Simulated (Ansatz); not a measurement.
A run of Ansatz (development build ahead of 0.2.0) on doublet CH₃Cl(+) at this shape:

```xyz
5

C     0.0995   -1.0966   -0.6363
Cl   -0.0791    0.6235    0.3446
H     0.1085   -0.7338   -1.6553
H     1.0713   -1.4736   -0.2743
H    -0.7634   -1.6174   -0.2215
```

Its results:

| Item | Value |
| --- | --- |
| Converged | yes |
| Total energy | -498.55634 hartree |
| Spin squared of the determinant | 0.759 |
| Stability test | minimum |

Forces (eV/Å):
```json
{"atom": "C1", "Fx": "0.540", "Fy": "0.202", "Fz": "0.672"}
{"atom": "Cl2", "Fx": "0.155", "Fy": "-0.224", "Fz": "-0.046"}
{"atom": "H3", "Fx": "-0.273", "Fy": "-0.259", "Fz": "-0.097"}
{"atom": "H4", "Fx": "-0.523", "Fy": "0.282", "Fz": "-0.098"}
{"atom": "H5", "Fx": "0.101", "Fy": "-0.002", "Fz": "-0.430"}
```

Q: Which input gives this output? Name the method, the orbitals and the basis set, and write the input.

A: UHF in def2-SVP.

```yaml
crystal:
  periodic: [false, false, false]
  atoms:
    - { symbol: C, position_ang: [0.09948, -1.09662, -0.6363] }
    - { symbol: Cl, position_ang: [-0.0791, 0.62353, 0.34459] }
    - { symbol: H, position_ang: [0.1085, -0.7338, -1.65534] }
    - { symbol: H, position_ang: [1.07125, -1.47358, -0.27434] }
    - { symbol: H, position_ang: [-0.76341, -1.61741, -0.22153] }
basis:
  gaussian: { orbitals: def2-SVP }
total_charge: 1
magnetization:
  spin_polarized: true
  initial_magnetization: 1
hamiltonian:
  xc: hf
output:
  forces: true
```
